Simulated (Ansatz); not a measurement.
We consider fcc Pb, described by revPBE (plane waves, PAW; Ansatz, a program for electronic structure).

Numerical settings: plane-wave cutoff 520 eV, 20×20×20 k mesh, Fermi–Dirac smearing 0.05 eV, scalar-relativistic PAW data made under PBE.

Pressure at four volumes; x = ln(V/32.921 Å³). One pressure is withheld.

```tsv
V (Å³/atom)	x	P (GPa)
30.945	-0.0619	2.557
32.921	0.0000	0.004
34.238	0.0392	-1.285
34.896	0.0583	?
```

Pass a parabola P(x) through the three rows shown, estimate the bulk modulus and its pressure derivative near zero pressure, and predict the withheld pressure.

Slopes between the rows: (0.004 − (2.557))/(0.0000 − (-0.0619)) = -41.24 and (-1.285 − (0.004))/(0.0392 − (0.0000)) = -32.88 GPa. Their difference over the span 0.1011 is c = 8.36/0.1011 = 82.7 GPa, so P(x) = 2.557 + (-41.24)(x − (-0.0619)) + 82.7 (x − (-0.0619))(x − (0.0000)). At the middle row B = −dP/dx = −[-41.24 + 82.7 × 0.0619] = 36.1 GPa, and B′ = dB/dP = 2c/B = 4.6. At x = 0.0583 the parabola gives -1.821 GPa; the run gives -1.830 GPa. The Birch–Murnaghan fit to the energies at all volumes has B0 = 35.8 GPa and B′ = 4.5.

Measured, for comparison: bulk modulus 47 GPa (corrected for temperature and zero-point phonon effects; as tabulated in Levämäki et al. (2014), arXiv:1402.3671). Computed (rounded) less measured: bulk modulus -24 %.

Spin–orbit coupling is not included; it can shift volumes and moduli of such heavy elements.
